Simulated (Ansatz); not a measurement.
Compare A (`COC(C)=N`) with its isomer B (`CCC(N)=O`).

Isolated molecules relaxed with PBE0-D4/def2-TZVP in Ansatz; ΔE leaves out vibrations. CCSD(T)/CBS adds triple-zeta CCSD(T) − MP2 to the extrapolated MP2 energy (def2 sets, frozen cores). DFT in def2-TZVPP. B3LYP here is the variant with VWN-RPA as its local correlation; programs differ in this. One conformer a species, not always the lowest.

A:

```xyz
12

C     0.605    1.307    1.297
O     0.486   -0.016    0.799
C    -0.192   -0.153   -0.350
C    -0.239   -1.591   -0.759
N    -0.688    0.851   -0.938
H     1.176    1.226    2.220
H     1.123    1.946    0.579
H    -0.380    1.737    1.490
H     0.776   -1.975   -0.889
H    -0.792   -1.716   -1.688
H    -0.712   -2.186    0.026
H    -1.164    0.569   -1.787
```

B:

Z-matrix (Å, degrees):
```
C
C 1 1.515
H 1 1.091 2 111.0
H 1 1.092 2 110.7 3 120.4
H 1 1.090 2 110.5 3 -119.0
C 2 1.516 1 112.5 3 63.8
H 2 1.095 1 111.2 3 -59.4
H 2 1.097 1 110.4 3 -176.9
O 6 1.212 2 123.0 1 19.0
N 6 1.358 2 114.9 1 -162.0
H 10 1.005 6 118.5 2 -175.9
H 10 1.003 6 122.1 2 -0.6
```

(1) Which isomer does CCSD(T)/CBS put lower? Give the gap. (Estimate.)

(2) Give E(B) − E(A) in kJ/mol with MP2/def2-TZVPP, HF/def2-TZVPP, B3LYP-D4, B3LYP, ωB97M-V, CCSD(T)/def2-TZVPP, PBE0-D4. (Estimate.)

Largest T1 diagnostic: 0.013.

Results:

(1) Computed: B, by 88.6 kJ/mol.

(2) Computed: MP2/def2-TZVPP -93.3, HF/def2-TZVPP -90.7, B3LYP-D4 -90.4, B3LYP -90.3, ωB97M-V -91.6, CCSD(T)/def2-TZVPP -86.7, PBE0-D4 -96.2. None reverses the order clearly.
